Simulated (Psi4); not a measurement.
# OMP2/def2-TZVPPD (density fitting for correlation) run of BH3 (borane)

Aim: the vertical electron affinity of BH3 (borane) at OMP2/def2-TZVPPD (density fitting for correlation), from 2 runs. 

The calculation is run with Psi4 1.11.

2 further runs of the same task are left out: 2 set aside as unsound or not needed.

**1. The system as given**

The species is BH3 (4 atoms), meant as a singlet with charge 0. SMILES: `B`. The shape is that of a PBE0-D4/def2-TZVP optimisation.

Bond lengths: B1–H2 1.193 Å, B1–H3 1.193 Å, B1–H4 1.193 Å. Angles: H2–B1–H3 120.0°, H2–B1–H4 120.0°, H3–B1–H4 120.0°.

**2. A single-point energy at OMP2/def2-TZVPPD (density fitting for correlation)**

run.py

```python
import psi4

psi4.set_memory(1600000000)
psi4.set_num_threads(1)
psi4.set_output_file('psi4.out', False)

molecule = psi4.geometry("""
B      0.013900    -0.015100    -0.005100
H      0.982200     0.381700     0.568800
H     -0.276200    -1.171800     0.043000
H     -0.664400     0.744900    -0.626900
symmetry c1
no_reorient
no_com
""")

options = {'basis': 'def2-TZVPPD', 'puream': True, 'e_convergence': 1e-09, 'd_convergence': 1e-08, 'scf_type': 'pk', 'num_frozen_docc': 1}
psi4.set_options(options)

energy_value = psi4.energy('omp2', molecule=molecule)
print(f'total energy {energy_value:.8f} hartree = {energy_value * 27.211386:.5f} eV')
```

Run with:

```bash
python run.py
```

psi4.out:

```text
[...]
  Running in c1 symmetry.
[...]
  Nuclear repulsion =    7.418838234776622
[...]
  Multiplicity = 1
[...]
  Nalpha       = 4
  Nbeta        = 4
[...]
    Number of basis functions: 88
[...]
   @RHF iter   1:   -26.39317382882152   -7.29914e-01   9.96394e-04 ADIIS/DIIS
[...]
   @RHF iter   7:   -26.40065588377001   -4.02949e-11   5.91567e-09 DIIS
[...]
    Orbital Energies [Eh]
    ---------------------
    Doubly Occupied:
       1A     -7.612650     2A     -0.703485     3A     -0.497814
       4A     -0.497803
[...]
  @RHF Final Energy:   -26.40065588377001
   => Energetics <=
    Nuclear Repulsion Energy =              7.4188382347766222
    One-Electron Energy =                 -49.0154849168952040
    Two-Electron Energy =                  15.1959907983485767
    Total Energy =                        -26.4006558837700069
[...]
 Multipole Moments:
 ------------------------------------------------------------------------------------
     Multipole            Electronic (a.u.)      Nuclear  (a.u.)        Total (a.u.)
 ------------------------------------------------------------------------------------
 L = 1.  Multiply by 2.5417464519 to convert [e a0] to [Debye]
 Dipole X            :         -0.2099226            0.2099486            0.0000260
 Dipole Y            :          0.2280759           -0.2280899           -0.0000140
 Dipole Z            :          0.0766543           -0.0767229           -0.0000686
 Magnitude           :                                                    0.0000746
[...]
	Warning: cc_lambda option is changed to TRUE
	For this residual convergence, default PCG convergence is:     1.00e-07
[...]
	DF-MP2 Total Energy (a.u.)         :   -26.51412674940923
[...]
	DF-MP2 Total Energy (a.u.)         :   -26.51453630438732
[...]
	DF-OMP2 Total Energy (a.u.)        :   -26.51453630438721
[...]
```

The script printed:

```text
total energy -26.51453630 hartree = -721.49728 eV
```

Wall time 6.9 s (1 thread of Intel Xeon Platinum 8259CL at 2.50GHz (Skylake/Cascade Lake), shared host); peak memory 0.31 GiB.

**3. The doublet anion at the same level**

job.dat

```
memory 1.6 GB

molecule mol {
  -1 2
  B      0.013900    -0.015100    -0.005100
  H      0.982200     0.381700     0.568800
  H     -0.276200    -1.171800     0.043000
  H     -0.664400     0.744900    -0.626900
  symmetry c1
  no_reorient
  no_com
}

set {
  basis           def2-TZVPPD
  reference       uhf
  puream          true
  e_convergence   1e-09
  d_convergence   1e-08
  scf_type        pk
  num_frozen_docc 1
  maxiter         100
}

e_tot, wfn = energy("omp2", return_wfn=True)
```

Run with:

```bash
psi4 -i job.dat -o job.out -n 1
```

job.out:

```text
[...]
  Running in c1 symmetry.
[...]
  Nuclear repulsion =    7.418838234776622
[...]
  Multiplicity = 2
[...]
  Nalpha       = 5
  Nbeta        = 4
[...]
    Number of basis functions: 88
[...]
   @UHF iter   1:   -26.29652016468628   -6.33260e-01   3.19019e-03 ADIIS/DIIS
[...]
   @UHF iter  11:   -26.36537650614414   -6.63896e-11   8.67127e-09 DIIS
[...]
   @S^2 Observed:                7.588831794E-01
[...]
    Orbital Energies [Eh]
    ---------------------
    Alpha Occupied:
       1A     -7.312697     2A     -0.453744     3A     -0.226911
       4A     -0.226901     5A      0.011860
    Alpha Virtual:
       6A      0.183097     7A      0.302466     8A      0.302467
       9A      0.310362    10A      0.310364    11A      0.331913
      12A      0.339080    13A      0.339083    14A      0.384296
      15A      0.418422    16A      0.508907    17A      0.533021
      18A      0.533023    19A      0.540286    20A      0.563211
      21A      0.563212    22A      0.566032    23A      0.566033
      24A      0.609726    25A      0.676516    26A      0.699409
[...]
  @UHF Final Energy:   -26.36537650614414
   => Energetics <=
    Nuclear Repulsion Energy =              7.4188382347766222
    One-Electron Energy =                 -51.1948111095522123
    Two-Electron Energy =                  17.4105963686314489
    Total Energy =                        -26.3653765061441412
  UHF NO Occupations:
  HONO-2 :    3  A 1.9994931
  HONO-1 :    4  A 1.9965666
[...]
 Multipole Moments:
 ------------------------------------------------------------------------------------
     Multipole            Electronic (a.u.)      Nuclear  (a.u.)        Total (a.u.)
 ------------------------------------------------------------------------------------
 L = 1.  Multiply by 2.5417464519 to convert [e a0] to [Debye]
 Dipole X            :         -0.2363907            0.2099486           -0.0264422
 Dipole Y            :          0.2566681           -0.2280899            0.0285781
 Dipole Z            :          0.0865679           -0.0767229            0.0098450
 Magnitude           :                                                    0.0401600
[...]
	Warning: cc_lambda option is changed to TRUE
	For this residual convergence, default PCG convergence is:     1.00e-07
[...]
	DF-SCS-MP2 Total Energy (a.u.)     :   -26.50962176840732
	DF-SOS-MP2 Total Energy (a.u.)     :   -26.51353892068714
[...]
	DF-SCS-OMP2 Total Energy (a.u.)    :   -26.51049057139440
	DF-SOS-OMP2 Total Energy (a.u.)    :   -26.50283342360196
	DF-SCS(N)-OMP2 Total Energy (a.u.) :   -26.40490960209517
[...]
	DF-OMP2 Total Energy (a.u.)        :   -26.50274594000381
[...]
```

Wall time 16 s (1 thread of Intel Xeon Platinum 8259CL at 2.50GHz (Skylake/Cascade Lake), shared host); peak memory 0.31 GiB.

**4. What came out**

At OMP2/def2-TZVPPD (density fitting for correlation), 1 core orbital frozen:

| quantity | value |
| --- | --- |
| singlet BH3: total energy | -26.51454 Eh |
| singlet BH3: HOMO energy (Hartree–Fock orbitals) | -13.55 eV |
| singlet BH3: LUMO energy (Hartree–Fock orbitals) | 1.31 eV |
| singlet BH3: HOMO–LUMO gap (Hartree–Fock orbitals) | 14.85 eV |
| singlet BH3: correlation energy (1 core orbital frozen) | -113.9 mEh |
| doublet anion: total energy | -26.50275 Eh |
| doublet anion: HOMO energy (Hartree–Fock orbitals) (highest over α and β) | 0.32 eV |
| doublet anion: LUMO energy (Hartree–Fock orbitals) (lowest over α and β) | 4.98 eV |
| doublet anion: correlation energy (1 core orbital frozen) | -137.4 mEh |
| doublet anion: ⟨S²⟩ of the reference determinant | 0.759 |
| vertical electron affinity (to the doublet anion) | -0.321 eV |

What this shows: The anion lies 0.32 eV (31.0 kJ/mol) above the neutral: the electron isn't bound at this level, and such a value depends on the basis. The HOMO (doublet anion) lies at positive energy, 0.32 eV: the electron is unbound at this level or held by a compact basis; values depend on the basis.
